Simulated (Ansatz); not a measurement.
Input file for `C=C(C=S)CF`:

```yaml
crystal:
  periodic: [false, false, false]
  atoms:
    - {symbol: C, position_ang: [-1.009698, -1.040240, -0.350192]}
    - {symbol: C, position_ang: [-0.097746, -0.083256, -0.144123]}
    - {symbol: C, position_ang: [0.367917, 0.707943, -1.262586]}
    - {symbol: S, position_ang: [1.462846, 1.898529, -1.188687]}
    - {symbol: C, position_ang: [0.467794, 0.206540, 1.209236]}
    - {symbol: F, position_ang: [-0.080188, -0.625637, 2.160210]}
    - {symbol: H, position_ang: [-1.380171, -1.651444, 0.462638]}
    - {symbol: H, position_ang: [-1.398603, -1.223760, -1.345184]}
    - {symbol: H, position_ang: [-0.084782, 0.443723, -2.220741]}
    - {symbol: H, position_ang: [1.552825, 0.067312, 1.206649]}
    - {symbol: H, position_ang: [0.265206, 1.243291, 1.493483]}
basis:
  gaussian: {orbitals: def2-TZVPP}
correlation: {method: ccsd_t}
```

```sh
$ ansatz run in.yaml --threads 4 --pin off --events-out ev --progress --plain --max-ram 10444MiB
```

Log, shortened:

```
Functional definition: HF
1609 factors; integrals over basis functions are off by at most 1.0e-3 eV
mean field evaluation 1: about -17722.7913 eV, gradient 3.2e1 eV
mean field evaluation 2: about -17723.1139 eV, gradient 3.2e1 eV
mean field evaluation 4: about -17725.9590 eV, gradient 4.7e0 eV
mean field evaluation 8: about -17726.0229 eV, gradient 2.8e-1 eV
mean field evaluation 32: about -17718.7329 eV, gradient 1.8e0 eV
mean field evaluation 64: about -17718.7525 eV, gradient 2.6e-3 eV
mean field -17726.02347795 eV, -651.4193476845 hartree, gradient 6.0e-6 eV, S^2 0.000000; 1 other end points of the search recorded, 0 dependent functions left out; unrestricted orbitals would lower it
10 core orbitals not correlated: weight in the atoms' cores, before any rotation towards them, 1.000 or more for the frozen orbitals, at most 0.000 for the correlated occupied ones
reference -17726.02347795 eV, -651.4193476845 hartree; 17, 17 occupied and 240, 240 virtual orbitals, 1609 factors
second order -28.88840701 eV of doubles, -0.00000000 eV of singles
cycle   1  -29.06526926 eV  change   -1.8e-1 eV  update   1.3e-1
cycle   2  -29.80569793 eV  change   -7.4e-1 eV  update   4.1e-2
cycle   3  -29.99558770 eV  change   -1.9e-1 eV  update   2.3e-2
cycle   4  -29.97905377 eV  change    1.7e-2 eV  update   7.3e-3
cycle   5  -29.97816176 eV  change    8.9e-4 eV  update   4.2e-3
cycle   6  -29.98047675 eV  change   -2.3e-3 eV  update   1.3e-3
cycle   7  -29.98015972 eV  change    3.2e-4 eV  update   6.5e-4
cycle   8  -29.97994206 eV  change    2.2e-4 eV  update   1.9e-4
cycle   9  -29.98003348 eV  change   -9.1e-5 eV  update   7.3e-5
cycle  10  -29.98008213 eV  change   -4.9e-5 eV  update   2.7e-5
cycle  11  -29.98004602 eV  change    3.6e-5 eV  update   1.1e-5
perturbative correction -1.38749985 eV, -0.0509896790 hartree
Total energy: -17757.39102382 eV, -652.5720837334 hartree
```

Run time 4 min (4 threads of an Arm Neoverse V1 on a shared host); peak host memory 7 GiB.

MP2 recovers 92.1 % of the CCSD(T) correlation energy and the triples give 4.4 %; T1 = 0.0148.
